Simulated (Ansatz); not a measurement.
in.yaml

```yaml
crystal:
  periodic: [false, false, false]
  atoms:
    - {symbol: Ge, position_ang: [0.000000, -0.040516, 0.285357]}
    - {symbol: O, position_ang: [0.000000, 0.097280, -1.360296]}
    - {symbol: H, position_ang: [0.000000, 1.375714, 1.027442]}
basis:
  gaussian: {orbitals: cc-pVTZ}
total_charge: 1
magnetization: {spin_polarized: true, initial_magnetization: 2}
correlation: {method: ccsdt_q, electrons: outside_noble_gas}
```

```sh
$ ansatz run in.yaml --threads 2 --pin off --events-out ev --progress --plain --max-ram 24576MiB --backend cuda --devices 0, --max-vram 18GiB
```

Log:

```
1033 factors; integrals over basis functions are off by at most 1.8e-7 eV
mean field evaluation 1: about -58500.7666 eV, gradient 5.8e1 eV
mean field evaluation 2: about -58500.7719 eV, gradient 5.8e1 eV
mean field evaluation 4: about -58515.3659 eV, gradient 8.1e0 eV
mean field evaluation 8: about -58517.4307 eV, gradient 1.9e0 eV
mean field evaluation 16: about -58517.9884 eV, gradient 1.2e-3 eV
mean field evaluation 32: about -58517.9795 eV, gradient 3.0e-1 eV
mean field evaluation 64: about -58517.8814 eV, gradient 4.1e-1 eV
mean field evaluation 96: about -58513.2553 eV, gradient 6.2e0 eV
mean field evaluation 128: about -58511.6915 eV, gradient 1.6e1 eV
mean field evaluation 160: about -58514.7914 eV, gradient 6.2e-1 eV
...
cycle  21  -7.74860330 eV  change   -4.5e-5 eV  update   3.2e-5
cycle  22  -7.74863029 eV  change   -2.7e-5 eV  update   2.3e-5
cycle  23  -7.74865159 eV  change   -2.1e-5 eV  update   1.7e-5
cycle  24  -7.74865883 eV  change   -7.2e-6 eV  update   1.1e-5
cycle  25  -7.74866504 eV  change   -6.2e-6 eV  update   7.4e-6
cycle  26  -7.74867010 eV  change   -5.1e-6 eV  update   5.3e-6
cycle  27  -7.74867095 eV  change   -8.4e-7 eV  update   3.5e-6
cycle  28  -7.74867072 eV  change    2.2e-7 eV  update   2.1e-6
cycle  29  -7.74866998 eV  change    7.4e-7 eV  update   1.5e-6
cycle  30  -7.74866970 eV  change    2.8e-7 eV  update   1.0e-6
perturbative correction -0.01582719 eV, -0.0005816384 hartree
Total energy: -58525.75287041 eV, -2150.7817478073 hartree
```

Ran on 2 threads of AMD EPYC 7R13 with a shared H100 80 GB, shared host: 26 s wall, 0.82 GiB peak host memory.
